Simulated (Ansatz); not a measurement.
Input for Ansatz (a program for electronic structure): R-PBE0/def2-TZVPPD on C5H10 (SMILES C1CCCC1) with ghost functions. Files ending in .json are basis or fitting sets from the Basis Set Exchange.

Ansatz 0.2 input:
```yaml
crystal:
  periodic: [false, false, false]
  atoms:
    - {symbol: C, position_ang: [0.79777330, -1.02335383, -2.78629193]}
    - {symbol: H, position_ang: [0.85141530, -1.12335283, -3.87204293]}
    - {symbol: H, position_ang: [1.48926130, -1.74547083, -2.35430893]}
    - {symbol: C, position_ang: [1.11474630, 0.42365117, -2.37436693]}
    - {symbol: H, position_ang: [1.83600130, 0.88884317, -3.04357593]}
    - {symbol: H, position_ang: [1.55342930, 0.43852317, -1.37694493]}
    - {symbol: C, position_ang: [-0.24669970, 1.16438817, -2.37105193]}
    - {symbol: H, position_ang: [-0.26021870, 1.99956117, -3.06870593]}
    - {symbol: H, position_ang: [-0.45094470, 1.57569417, -1.38304493]}
    - {symbol: C, position_ang: [-1.30085470, 0.10251017, -2.73471993]}
    - {symbol: H, position_ang: [-1.47570170, 0.10394117, -3.81203393]}
    - {symbol: H, position_ang: [-2.25887470, 0.27673917, -2.24687093]}
    - {symbol: C, position_ang: [-0.64902070, -1.22136983, -2.33772193]}
    - {symbol: H, position_ang: [-1.12657970, -2.08892883, -2.79103593]}
    - {symbol: H, position_ang: [-0.68815970, -1.34658483, -1.25380893]}
basis:
  gaussian:
    orbitals: def2-TZVPPD.json
    ghost_atoms:
      - {symbol: C, position_ang: [0.05455430, 0.10624317, 2.44905607]}
      - {symbol: C, position_ang: [-0.04178970, -0.04584283, 3.96469607]}
      - {symbol: H, position_ang: [0.95075630, -0.06130883, 4.41705307]}
      - {symbol: H, position_ang: [-0.60071470, 0.78204117, 4.40313107]}
      - {symbol: H, position_ang: [-0.54895470, -0.97450883, 4.23004607]}
      - {symbol: C, position_ang: [0.76860730, 1.41314817, 2.11343107]}
      - {symbol: H, position_ang: [0.85012730, 1.54664717, 1.03374907]}
      - {symbol: H, position_ang: [0.22513530, 2.26783617, 2.51893207]}
      - {symbol: H, position_ang: [1.77621230, 1.42379817, 2.53166407]}
      - {symbol: C, position_ang: [-1.35045770, 0.12606817, 1.85173607]}
      - {symbol: H, position_ang: [-1.31352570, 0.24325717, 0.76788707]}
      - {symbol: H, position_ang: [-1.93275770, 0.95349117, 2.26008207]}
      - {symbol: H, position_ang: [-1.88036070, -0.80171883, 2.07306507]}
      - {symbol: C, position_ang: [0.84245430, -1.06724183, 1.87171807]}
      - {symbol: H, position_ang: [0.34723330, -2.01423283, 2.09196107]}
      - {symbol: H, position_ang: [0.93729730, -0.98005883, 0.78858307]}
      - {symbol: H, position_ang: [1.84717230, -1.10464683, 2.29546607]}
hamiltonian:
  xc: {name: PBE0}
scf: {lower_state_search: off}
```

Output:

```
WARN ansatz: RAYON_NUM_THREADS=4 ignored (pool sized by the plan → 4); use --threads N
Functional definition: PBE0
these checks for a lower state are left out or cut short: stability, starts, cluster_reference, orbital_swaps, neighbouring_geometries, increment
integrals: 2.15 GiB planned
2864 factors; their error is unknown
mean field: 6.84 GiB planned
mean field evaluation 1: about -5332.1800 eV, gradient 7.0e1 eV
mean field evaluation 2: about -5320.9230 eV, gradient 9.7e1 eV
mean field evaluation 4: about -5343.9060 eV, gradient 1.5e0 eV
mean field evaluation 8: about -5343.8643 eV, gradient 8.9e-1 eV
mean field evaluation 16: about -5343.8653 eV, gradient 5.2e-4 eV
mean field -5343.86531928 eV, -196.3834282814 hartree, gradient 3.3e-6 eV, S^2 0.000000; 0 other end points of the search recorded, 0 dependent functions left out
reference -5343.86536068 eV, -196.3834298031 hartree; 20, 20 occupied and 724, 724 virtual orbitals, 2864 factors
Total energy: -5343.86536068 eV, -196.3834298031 hartree
Checks for a lower state left out: stability, starts, cluster_reference, orbital_swaps, neighbouring_geometries, increment
```

The run converged.

Cost: around 50 core-seconds (rough).
